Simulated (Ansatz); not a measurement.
Reaction: CH6BN (SMILES BNC) → BH2 (SMILES [BH2], doublet) + CH4N (SMILES C[NH], doublet) (the B-N bond breaks)
Each species at its own B3LYP-D3(BJ)/def2-TZVP minimum (Ansatz, an electronic-structure program).

Total energies in hartree (Ansatz). UHF or UKS for unpaired electrons; spin-orbit terms are left out. Cores are frozen in correlated methods. No relativity.

```csv
species,HF/cc-pVTZ,CCSD(T)/cc-pVTZ,HF/cc-pVQZ,CCSD(T)/cc-pVQZ,CCSD(T)/cc-pVDZ,CCSDT(Q)/cc-pVDZ
1: CH6BN (SMILES BNC),-120.56406,-121.11789,-120.57260,-121.15459,-120.98767,-120.98925
"2: BH2 (SMILES [BH2], doublet)",-25.76030,-25.86304,-25.76199,-25.86898,-25.84018,-25.84056
"3: CH4N (SMILES [NH]C, doublet)",-94.63067,-95.02844,-94.63773,-95.05737,-94.92671,-94.92785
```

**Question.** Work out the bond dissociation energy (electronic) in kJ/mol: take Hartree-Fock from cc-pVQZ, extrapolate the CCSD(T) correlation energy as X^-3 (X = 3, 4), and add CCSDT(Q) - CCSD(T) in cc-pVDZ. 1 hartree = 2625.5 kJ/mol.

**Answer.** 
Species 1: correlation (64·(-0.58199) - 27·(-0.55383))/37 = -0.60254; step -0.00158; E1 = -120.57260 + (-0.60254) + (-0.00158) = -121.17672
Species 2: correlation (64·(-0.10699) - 27·(-0.10274))/37 = -0.11009; step -0.00038; E2 = -25.76199 + (-0.11009) + (-0.00038) = -25.87246
Species 3: correlation (64·(-0.41964) - 27·(-0.39777))/37 = -0.43560; step -0.00114; E3 = -94.63773 + (-0.43560) + (-0.00114) = -95.07447
-1·E1 +1·E2 +1·E3 = 0.22979 hartree = 603.3 kJ/mol.
